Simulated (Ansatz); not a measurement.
```yaml
crystal:
  periodic: [false, false, false]
  atoms:
    - {symbol: C, position_ang: [-0.397090, -0.666449, -0.070197]}
    - {symbol: C, position_ang: [0.151149, 0.578767, 0.046985]}
    - {symbol: H, position_ang: [0.235099, -1.598571, 0.493484]}
    - {symbol: H, position_ang: [-0.409709, -1.019156, -0.851866]}
    - {symbol: H, position_ang: [-0.093380, 1.345190, -0.555435]}
    - {symbol: H, position_ang: [0.596236, 1.235677, 1.317742]}
basis:
  gaussian: {orbitals: aug-pcseg-2, nuclear_model: gaussian}
hamiltonian: {xc: {name: B2PLYP}}
relax: {f_tol: 0.001, max_steps: 3}
output: {forces: true}
```

```sh
$ ansatz run in.yaml --threads 2 --pin off --events-out ev --progress --plain --max-ram 32768MiB --backend cpu
```

Shortened log:

```
Functional definition: B2PLYP
1249 factors; integrals over basis functions are off by at most 2.5e-4 eV
mean field evaluation 1: about -2125.2552 eV, gradient 4.1e1 eV
mean field evaluation 2: about -2125.2545 eV, gradient 4.1e1 eV
mean field evaluation 4: about -2129.5742 eV, gradient 2.7e0 eV
mean field evaluation 8: about -2129.5961 eV, gradient 5.2e-2 eV
mean field evaluation 16: about -2129.5961 eV, gradient 3.9e-6 eV
mean field -2129.59608702 eV, -78.2612127060 hartree, gradient 3.9e-6 eV, S^2 0.000000; 0 other end points of the search recorded, 0 dependent functions left out
2 core orbitals not correlated: weight in the atoms' cores, before any rotation towards them, 1.000 or more for the frozen orbitals, at most 0.000 for the correlated occupied ones
reference -2129.59624271 eV, -78.2612184273 hartree; 6, 6 occupied and 176, 176 virtual orbitals, 1249 factors
second order -11.72703541 eV of doubles, -0.00000000 eV of singles
relax step   1: F+E_penalty+E_count = -2132.76238658 eV  Δ(F+E_penalty+E_count) = +0.000e0 eV  max|allowed force component| = 1.500e1 eV/Å  Δτ_max = 0.0000 Å  (51 SCF iters, accepted)
1249 factors; integrals over basis functions are off by at most 6.2e-4 eV
mean field -2133.47116011 eV, -78.4036190155 hartree, gradient 4.8e-6 eV, S^2 0.000000; 0 other end points of the search recorded, 0 dependent functions left out
2 core orbitals not correlated: weight in the atoms' cores, before any rotation towards them, 1.000 or more for the frozen orbitals, at most 0.000 for the correlated occupied ones
reference -2133.47131384 eV, -78.4036246649 hartree; 6, 6 occupied and 176, 176 virtual orbitals, 1249 factors
second order -11.30970724 eV of doubles, -0.00000000 eV of singles
relax step   2: F+E_penalty+E_count = -2136.52478107 eV  Δ(F+E_penalty+E_count) = -3.762e0 eV  max|allowed force component| = 3.214e0 eV/Å  Δτ_max = 0.1948 Å  (46 SCF iters, accepted)
1249 factors; integrals over basis functions are off by at most 7.0e-4 eV
mean field -2133.87656630 eV, -78.4185174180 hartree, gradient 4.4e-6 eV, S^2 0.000000; 0 other end points of the search recorded, 0 dependent functions left out
2 core orbitals not correlated: weight in the atoms' cores, before any rotation towards them, 1.000 or more for the frozen orbitals, at most 0.000 for the correlated occupied ones
reference -2133.87671254 eV, -78.4185227922 hartree; 6, 6 occupied and 176, 176 virtual orbitals, 1249 factors
second order -10.84991043 eV of doubles, -0.00000000 eV of singles
relax step   3: F+E_penalty+E_count = -2136.80604211 eV  Δ(F+E_penalty+E_count) = -2.813e-1 eV  max|allowed force component| = 6.969e0 eV/Å  Δτ_max = 0.1970 Å  (47 SCF iters, accepted)
Error: geometry relaxation did not converge after 3 steps: max|allowed force component| = 6.97e0 eV/Å (threshold 1.0e-3). Raise `relax.max_steps` over both its present limit and 3, loosen `relax.f_tol`, or start from a geometry closer to equilibrium. Where this run's directory can be resumed (`checkpoint.write`), a resume goes on for up to `relax.max_steps` more
```

(1) What is wrong with this run?

Answers

(1) The relaxation is allowed too few steps for its threshold. The run did not converge.
